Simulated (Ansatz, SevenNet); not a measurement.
For fluorite CeO2, the machine-learned potential SevenNet-l3i5 (trained on PBE and PBE+U data) gives:

| Quantity | Value |
|---|---|
| elastic constant C11 | 318 GPa |
| elastic constant C44 | 46.9 GPa |
| Voigt–Reuss–Hill shear modulus | 66.5 GPa |

Question: What does r²SCANh in Ansatz (plane waves, PAW) give for the same quantities?

Answer: 
- elastic constant C11: 388 GPa (goes up by 22 %)
- elastic constant C44: 56.4 GPa (grows by 20 %)
- Voigt–Reuss–Hill shear modulus: 81.6 GPa (rises by 23 %)

For comparison: elastic constant C11 403 GPa (measured, temperature not stated, no zero-point or thermal correction; as tabulated in Atomistic and experimental study on thermal conductivity of bulk and porous …); elastic constant C44 60 GPa (measured, temperature not stated, not corrected to a static lattice; as tabulated in Atomistic and experimental study on thermal conductivity of bulk and porous …).

Changes are worked out from the printed values.

Unless a cell is named, each level is at its own relaxed cell (SevenNet-l3i5 13.60, r²SCANh 13.23 Å³/atom).

The crystal itself was run without spin with r²SCANh; a magnetic state was not tried in these runs.

Ansatz's density-functional and Hartree–Fock values are scalar-relativistic unless marked +SOC, with PAW data made under PBE.

Ansatz is a first-principles code.
